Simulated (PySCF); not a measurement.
**Functional benchmark on one molecule**

Molecule: SMILES C=CF, C2H3F.

Numbering as in the mapped SMILES `[CH2:1]=[CH:2][F:3]` (H(Xn): hydrogen on atom n). Ha(C1) is cis to F3; Hb(C1) is trans to F3.

Geometry PBE0-D3(BJ)/def2-SVP throughout; GIAO in PySCF 2.14, gas phase, one conformer, non-relativistic; equivalent atoms averaged; basis pcSseg-2.

Reference values (HF/qz2p; gas (isolated, no vibration); M. E. Harding, PhD thesis, Mainz 2008 (Harding, Lenhart, Auer, Gauss, JCP 2008, 128, 244111)): σ(F3) = 342.8 ppm.

Task: How do the functionals HF, LDA, PBE, BLYP, BP86, OPBE, KT2, KT3, B97-D, B3LYP, PBE0, mPW1PW91, WP04, B97-2, BHandHLYP, CAM-B3LYP, wB97X-D, LC-wPBE perform against the reference? Times are CPU seconds on shared hosts with different chips, so compare them loosely; the GGAs took longer than the global hybrids here, which isn't the general rule, and the cause wasn't traced.

Result: 
| functional | kind | F3 | abs. error F | core-s |
| --- | --- | --- | --- | --- |
| HF | Hartree–Fock | 341.5 | 1.3 | 1.8 |
| LDA | LDA | 256.8 | 86.0 | 5.2 |
| PBE | GGA | 258.8 | 84.0 | 6.3 |
| BLYP | GGA | 261.0 | 81.8 | 6.3 |
| BP86 | GGA | 261.5 | 81.3 | 6.4 |
| OPBE | GGA | 263.5 | 79.3 | 6.4 |
| KT2 | GGA | 267.0 | 75.8 | 7.2 |
| KT3 | GGA | 269.0 | 73.8 | 6.2 |
| B97-D | GGA | 269.2 | 73.6 | 6.4 |
| B3LYP | global hybrid | 281.8 | 61.0 | 5.3 |
| PBE0 | global hybrid | 284.3 | 58.5 | 4.7 |
| mPW1PW91 | global hybrid | 285.3 | 57.5 | 4.4 |
| WP04 | global hybrid | 290.0 | 52.8 | 5.5 |
| B97-2 | global hybrid | 285.9 | 56.9 | 5.7 |
| BHandHLYP | global hybrid | 308.0 | 34.8 | 5.3 |
| CAM-B3LYP | range-separated hybrid | 293.1 | 49.7 | 6.8 |
| wB97X-D | range-separated hybrid | 291.4 | 51.4 | 6.5 |
| LC-wPBE | range-separated hybrid | 299.6 | 43.2 | 10 |

For 19F the closest is HF (1.3 ppm) and the furthest LDA (86.0 ppm). One molecule is a small sample, and the reference may use another geometry.
